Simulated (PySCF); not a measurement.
Phosphorus pentafluoride, PF5.
Geometry (GFN2-xTB, Å), atoms numbered from 1 in this order:
```
atom  x, y, z in Å
F1     1.579    0.133   -0.125
P2     0.000    0.000   -0.004
F3    -0.149    1.526   -0.292
F4     0.154   -0.498    1.465
F5    -0.002   -1.026   -1.179
F6    -1.578   -0.133    0.114
```

Computed geometry: GFN2-xTB, gas phase.

(1) Which atoms are bound to P2, and at what distances?

(2) List the angles at P2.

(3) What is the shape at P2?

(4) What are the rotational constants (commonest isotopes, rigid rotor)?

## Answers

(1) 5 atoms: F4 1.559 Å, F3 1.559 Å, F5 1.560 Å, F1 1.589 Å, F6 1.589 Å.

(2) 
```csv
angle,degrees,distance of the outer atoms (Å)
F1–P2–F6,179.9,3.18
F3–P2–F5,120.3,2.70
F4–P2–F5,120.0,2.70
F3–P2–F4,119.7,2.70
F1–P2–F4,90.1,2.23
F4–P2–F6,90.1,2.23
F3–P2–F6,90.0,2.23
F1–P2–F3,90.0,2.23
F1–P2–F5,90.0,2.23
F5–P2–F6,89.9,2.23
```

(3) Trigonal bipyramidal: τ5 = (β − α)/60° = 0.99 from the two widest angles, 179.9° and 120.3° (0 for a square pyramid, 1 for a trigonal bipyramid). The P–F distances aren't all alike: 1.559 to 1.589 Å.

(4) A = 3647, B = 3063, C = 3055 MHz: a prolate symmetric top.

Point group: D3h (tolerance 0.08 Å). Charge 0, singlet. GFN2-xTB frequencies: not computed here.
